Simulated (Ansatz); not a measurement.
System: 2H WS2. Method: r²SCAN in Ansatz (plane waves, PAW).

Settings: plane-wave cutoff 600 eV, 12×12×4 k mesh (along the axes of the cell as run), finite displacements, no spin polarisation, scalar-relativistic PAW data made under PBE.

Computed at the level's own relaxed cell.

```cif
data_S4W2
_chemical_formula_sum 'W2 S4'
_space_group_name_H-M_alt 'P 1'
_space_group_IT_number 1
_cell_length_a 3.18161
_cell_length_b 3.18161
_cell_length_c 13.06985
_cell_angle_alpha 90.000
_cell_angle_beta 90.000
_cell_angle_gamma 120.000
loop_
_space_group_symop_operation_xyz
  'x, y, z'
loop_
_atom_site_label
_atom_site_type_symbol
_atom_site_fract_x
_atom_site_fract_y
_atom_site_fract_z
_atom_site_occupancy
W1 W 0.66667 0.33333 0.75000 1
W2 W 0.33333 0.66667 0.25000 1
S1 S 0.66667 0.33333 0.36932 1
S2 S 0.33333 0.66667 0.86932 1
S3 S 0.33333 0.66667 0.63068 1
S4 S 0.66667 0.33333 0.13068 1
```

Harmonic phonon frequencies (cm⁻¹; i marks an imaginary mode; at Γ without the LO shift):

```
q point                                                     frequencies
-------  --------------------------------------------------------------
Γ        0 0 0 17 17 26 295 295 296 296 354 354 354 354 420 422 436 438
```

Note: the cell comes from a level without a dispersion term, which matters for the spacing of layers, chains or molecules; the cell has widely spaced layers and the level no dispersion term, so their spacing and the moduli can rest on weak binding.

Ansatz is a program for electronic structure.
